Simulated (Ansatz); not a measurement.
A made-up structure of CH₄SSi, closed shell:

```
atom    x (Å)    y (Å)    z (Å)
  C1  -0.8883   0.2878  -0.7800
 Si2   1.7210  -0.9166   1.0522
  S3   0.1033   0.3573   0.5918
  H4  -0.7786  -0.4415  -1.5723
  H5  -1.6906   1.0076  -0.8960
  H6  -0.0326   1.2723   1.5887
  H7   1.5694  -1.6855  -0.1320
```

It is relaxed with PBE-D4/def2-SVP and then PBE0-D4/def2-TZVP (Ansatz 0.2.0). Atoms count as bonded within 1.22 times the sum of their covalent radii (H–H: 0.88 Å). The end point is not checked to be a true minimum.

(1) Does its bonding change? (Judge from chemistry; the calculation decides.)

## Answers

(1) The calculation gives: No: no bond forms or breaks.

Where it ends: The first stage lowers the energy by 0.75 eV in 16 steps. It ends as CH₄SSi ([CH2][SH][SiH]):
C1  (-1.077, 0.318, -0.654)
Si2  (1.732, -0.928, 1.138)
S3  (0.137, 0.304, 0.500)
H4  (-1.104, -0.603, -1.224)
H5  (-1.160, 1.252, -1.200)
H6  (-0.284, 1.006, 1.576)
H7  (1.758, -1.467, -0.285)
(Å)

Labels in which every atom is bracketed show which atoms are joined, not bond orders.

For scale, one of the runs: PBE0-D4/def2-TZVP relaxation, 129 basis functions, launched by `ansatz run in.yaml --threads 2 --pin off --events-out ev --progress --plain --max-ram 4352MiB`. Hardware: 2 CPU threads of an Arm Neoverse V1, shared host. Wall time about 34 s.
